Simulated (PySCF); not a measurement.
Species: 1,3-propanediol, C3H8O2.
Atom-mapped SMILES: `[OH:1][CH2:2][CH2:3][CH2:4][OH:5]`

Method used: delta-SCF UKS SCAN, pcX-2 on the ionised atom, pcseg-1 elsewhere, spin-free X2C in PySCF 2.14.0. These are vertical core ionisation energies against the vacuum level, from separate self-consistent calculations with and without the core hole.

One binding energy is withheld.

| atom(s) | bonded to | level | binding energy (eV) |
| --- | --- | --- | --- |
| C2/C4 | O, C and 2 H | C 1s | ? |
| C3 | 2 C and 2 H | C 1s | 290.79 |
| O1/O5 | C and H | O 1s | 537.97 |

What is the C 1s binding energy of C2/C4?

291.91 eV (carbinol carbon (C–OH)). The other listed C 1s value is that of C3; the shift against it is +1.12 eV.

The listed C 1s values span 1.12 eV, from C3 (bonded to 2 C and 2 H) to C2/C4 (bonded to O, C and 2 H).

Which effective nuclear charge Zeff reproduces each element's mean 1s value in the hydrogen-like formula E = 13.606 eV × Zeff²?

C (Z = 6): mean 291.5 eV, Zeff = 4.63, Z − Zeff = 1.37; O (Z = 8): mean 538.0 eV, Zeff = 6.29, Z − Zeff = 1.71. Means run over the listed sites, weighted by atom count.

Topologically equivalent atoms share the value of their first member; where this conformer doesn't relate them by symmetry, their own values could differ. One conformer (not necessarily the lowest) at the PBE0-D3(BJ)/def2-SVP geometry, without solvent, vibrations or thermal averaging.

The values belong to the conformer `[OH:1][CH2:2][CH2:3][CH2:4][OH:5]`: O1–C2–C3–C4 70°, C2–C3–C4–O5 -59°, H–O1–C2–C3 -44°, H–O5–C4–C3 172°.
